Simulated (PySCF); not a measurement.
C₂H₃F, SMILES FC=C. Atoms are numbered in the order given.

```xyz
6

C      0.1987    -1.1771     0.0000
C     -0.4335    -0.0213     0.0000
F      0.2233     1.1553     0.0000
H      1.2783    -1.2323     0.0000
H     -0.3725    -2.0935     0.0000
H     -1.5067     0.1184     0.0000
```
Charge 0, spin multiplicity 1.

The structure is a stationary point at B3LYP-D3(BJ)/def2-TZVP.

All values below come from PySCF with r2SCAN/def2-TZVPD.

Isolated molecule, no solvent.

Computed frontier levels, gap, dipole moment and polarisability:
```json
{
 "highest_occupied_level": "-6.78 eV",
 "lowest_empty_level": "-0.63 eV",
 "orbital_gap": "6.15 eV",
 "dipole_moment": "0.277 e·Å",
 "quadrupole, principal values (traceless, Buckingham form, about the centre of nuclear charge)": "-2.56, -0.63, 3.19 D·Å",
 "mean_static_polarisability": "28.0 bohr³ (4.15 Å³)",
 "polarisability_principal_values": "21.9, 26.3, 35.9 bohr³"
}
```
